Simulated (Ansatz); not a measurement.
# AlPN (doublet): from Hartree-Fock to the top rungs, def2-QZVPP

One table from this session's results is given with a row withheld; the runs are named, their logs left out.

The runs use Ansatz 0.2.0, Gaussian basis; def2-QZVPP, core rule «outside noble gas», up to 11 orbitals frozen.

Plan: UHF; ROHF; CCSD(T) on UHF.

2 further runs of the same task are left out: 2 set aside as unsound or not needed.

### What is computed

The geometry is a PBE0/def2-TZVP stationary point (not a proven minimum).

3 atoms, charge 0, spin multiplicity 2.

Atoms are counted from 1 here; the program's logs count them from 0.

Bond lengths: Al1–N3 1.822 Å, P2–N3 1.528 Å. Angles: Al1–N3–P2 180.0°.

Coordinates:

```
Al    0.0000    0.0000    1.7238
P     0.0000    0.0000   -1.6260
N     0.0000    0.0000   -0.0978
```

The first run:

File in.yaml:

```yaml
crystal:
  periodic: [false, false, false]
  atoms:
    - {symbol: Al, position_ang: [0.000000, 0.000000, 1.723793]}
    - {symbol: P, position_ang: [0.000000, 0.000000, -1.626028]}
    - {symbol: N, position_ang: [0.000000, 0.000000, -0.097765]}
basis:
  gaussian: {orbitals: "def2-QZVPP.json"}
magnetization: {spin_polarized: true, initial_magnetization: 1}
hamiltonian: {xc: hf}
output: {orbitals: {seedname: orbitals}}
```

Run with:

```bash
$ ansatz run in.yaml --threads 1 --pin off --events-out ev --progress --plain --max-ram 2393MiB
```

Among the steps run: UHF; ROHF; CCSD(T) on UHF.

One table of the session follows, with a row left open; its other results are not shown here.

```
  method  from UCCSD(T) (kJ/mol)
    ROHF                 +1163.4
     UHF                       ?
    UMP2                  +108.3
   UCCSD                   +64.5
UCCSD(T)                       0
```

Q: Estimate the row for UHF from the others.

As computed: from UCCSD(T) (kJ/mol): +1148.1. In the column «from UCCSD(T) (kJ/mol)» it lies between UMP2 (+108.3) and ROHF (+1163.4).
